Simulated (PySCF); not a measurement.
**Dipole moment and polarisability across levels of theory**

Species: C4H7Cl.
Z-matrix (Å and degrees, PBE0-D3(BJ)/def2-SVP geometry), rows numbered from 1:
```
C 
C   1  1.4918
C   2  1.3394  1  128.17
C   3  1.4863  2  126.41  1    -0.56
Cl  4  1.8031  3  111.08  2   116.56
H   1  1.0983  2  113.39  3    -0.69
H   1  1.1027  2  110.76  3   120.74
H   1  1.1025  2  110.38  3  -121.74
H   2  1.0966  1  115.21  3   179.93
H   3  1.0951  2  118.47  1   179.06
H   4  1.0993  3  111.39  2  -125.91
H   4  1.0965  3  113.01  2    -3.44
```

PySCF, dipoles from the SCF density, polarisabilities from static response with core orbitals frozen. One conformer (not necessarily the lowest) at the PBE0-D3(BJ)/def2-SVP geometry, without solvent, vibrations or thermal averaging.

The anisotropy is √(½[(α1 − α2)² + (α2 − α3)² + (α3 − α1)²]).

```csv
level,μ (D),α (au),anisotropy (au)
LDA/def2-SVPD,2.428,69.85,34.65
PBE/def2-SVPD,2.402,69.08,34.51
B3LYP/def2-SVPD,2.425,67.49,33.26
PBE0/def2-SVPD,2.450,66.69,32.80
BHandHLYP/def2-SVPD,2.486,65.45,32.14
CAM-B3LYP/def2-SVPD,2.441,66.36,32.05
wB97X-D/def2-SVPD,2.472,66.17,31.71
LC-wPBE/def2-SVPD,2.451,64.43,30.65
HF/def2-SVPD,2.598,63.95,31.68
PBE0/6-31G*,2.529,52.74,33.99
PBE0/def2-SVP,2.252,53.64,32.18
PBE0/def2-TZVP,2.330,62.39,33.87
```

The dipole runs from 2.25 D (PBE0/def2-SVP) to 2.60 D (HF/def2-SVPD). No reference polarisability is at hand; against PBE0 in the largest diffuse basis at hand (def2-SVPD) the other PBE0 rows deviate by 6-31G* -21%, def2-SVP -20%, def2-TZVP -6%. In one basis (def2-SVPD) the functionals order the polarisability from HF (lowest) to LDA (highest), a spread of 9%. With PBE0 the polarisability is 56.26 au without diffuse functions (mean of 6-31G*, def2-SVP and def2-TZVP) and 66.69 au with them (def2-SVPD).
